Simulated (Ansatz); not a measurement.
**A basis-limit estimate, worked out**

An elementary step of CH₆SSi, singlet (CH₄Si ([CH3][SiH]) + H₂S → CH₆SSi ([CH3][SiH2][SH]); H–S broken or loosened, Si–H, Si–S formed or tightened). “Start” and “end” are the PBE0-D4/def2-TZVP structures reached by relaxing down either side of its saddle point, with the molecules still in contact.

Computed with Ansatz 0.2.0 (basis: def2-TZVPP and def2-QZVPP); correlated methods freeze the cores.

Energies in eV:

| quantity | end | start |
| --- | --- | --- |
| Hartree–Fock, triple zeta (X = 3) | -19807.25136 | -19804.48950 |
| Hartree–Fock, quadruple zeta (X = 4) | -19807.86249 | -19805.09312 |
| MP2 correlation, X = 3 | -13.27213 | -13.42589 |
| MP2 correlation, X = 4 | -14.27378 | -14.40852 |
| CCSD(T) correlation, X = 3 | -15.21779 | -15.49711 |

(1) Work out the step energy at the basis limit: extrapolate Hartree–Fock as E(X) = E∞ + A exp(−7.88 √X) and the MP2 correlation as E(X) = E∞ + B X^−2.97 (the exponents that Neese and Valeev fitted for def2-TZVPP and QZVPP), then add CCSD(T) − MP2 in triple zeta.

T1 diagnostic: at most 0.016. The restricted Hartree–Fock reference is unstable towards an unrestricted one at one or more of these structures.

## Answers

(1) Each step is linear, so take the differences first (end − start): Hartree–Fock -2.76186 (X = 3) and -2.76937 (X = 4); MP2 correlation 0.15376 and 0.13474; CCSD(T) correlation 0.27932.
Two points give E∞ = E(4) + w [E(4) − E(3)], with w = 1/(exp(7.88 (2 − √3)) − 1) = 0.1377 for Hartree–Fock and w = 1/((4/3)^2.97 − 1) = 0.7407 for the correlation.
Hartree–Fock: -2.76937 + 0.1377 × (-0.00751) = -2.7704 eV.
MP2 correlation: 0.13474 + 0.7407 × (-0.01902) = 0.1207 eV.
CCSD(T) − MP2: 0.27932 − 0.15376 = 0.1256 eV.
Sum: -2.7704 + 0.1207 + 0.1256 = -2.5241 eV, or -58.21 kcal/mol. Plain CCSD(T) in triple zeta gives -2.4825 eV, so the larger basis shifts the result by -0.0416 eV.

Losses and insertions of silylenes and their heavier kin drive the gas-phase chemistry of silicon and germanium vapour deposition.

Labels in which every atom is bracketed show which atoms are joined, not bond orders.

For scale, one of the runs: CCSD(T)/def2-TZVPP, 199 basis functions, launched by `ansatz run in.yaml --threads 2 --pin off --events-out ev --progress --plain --max-ram 4352MiB`. The run took 37 s on 2 CPU threads of an Arm Neoverse V2 (shared host), with 2.2 GiB of host memory at its peak.
